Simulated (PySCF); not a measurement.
# NMR data sheet: fluoroacetonitrile

- Formula: C2H2FN
- SMILES: N#CCF
- Point group of the computed structure: Cs
- Degrees of unsaturation: 2
- Carbon signals: 2
- Proton signals: 1

Atom-mapped SMILES (the numbers label the heavy atoms): `[N:1]#[C:2][CH2:3][F:4]`; H(Xn) means a hydrogen on atom n.

Computational details: J: B3LYP/pcJ-1, structure optimised with PBE0-D3(BJ)/def2-SVP, shieldings: GIAO KT3/pcSseg-2, in PySCF 2.14 (relativity neglected, one conformer, one averaged value for each set of equivalent atoms, in vacuum).

δ = σ(ref) − σ, references computed at the same level: TMS for 1H (σ = 31.35 ppm) and 13C (σ = 181.31 ppm); CFCl3 for 19F (σ = 146.91 ppm); NH3 for 15N (σ = 258.71 ppm).

```tsv
carbon	δC, type	δH (multiplicity, J in Hz)	HMBC from (abs. J ≥ 3 Hz)	span of the C tensor (ppm)
C2	111.3, C	–	H(C3)	331
C3	69.0, CH2	4.91 (d, 53.6)	–	85
```

Other nuclei:
```tsv
atoms	nucleus	environment	δ (ppm)	σ (ppm)
F4	19F	fluorine on an sp3 carbon	-266.4	413.3
N1	15N	nitrile nitrogen	291.9	-33.2
```

Selected couplings (Hz, signed; the shortest-range and largest first, 30 at most; isotopes 13C, 19F, 1H, 15N): 1J(C3,F4) -258.2, 1J(C3,H(C3)) 163.0, 1J(C2,C3) 75.6, 1J(N1,C2) -18.3, 2J(F4,H(C3)) 53.6, 2J(C2,F4) 23.3, 2J(N1,C3) 3.2, 3J(N1,H(C3)) -1.7.

Carbon types of the structure: 1 × C, 1 × CH2, which accounts for all hydrogens. δC 111.3: nitrile carbon; typical of a nitrile. δC 69.0: sp3 CH2 bonded to F, α to a nitrile; the inductive effect lowers its shielding. δH 4.91: hydrogen on an sp3 CH2 bonded to F, α to a nitrile; its carbon carries F, which withdraws density.

Common functionals overestimate the size of one-bond C–F couplings by tens of Hz; these are unscaled. Splittings below 1 Hz are ignored in the labels, and close J values are merged. Shifts are as computed, not scaled to solution data. Of 1211 compounds with measured shifts, 218 miss one by over three times the rms of a fit or turn the order of signals round; such compounds aren't used in these exercises. Unscaled 19F shifts against computed CFCl3 carry errors that often reach 10 to 50 ppm. Experimental scales use liquid or dissolved standards, which lie at an offset from isolated NH3 (liquid NH3: subtract about 20 ppm). Unscaled 15N shifts of sp2 nitrogen come out 20 to 40 ppm too high even then.
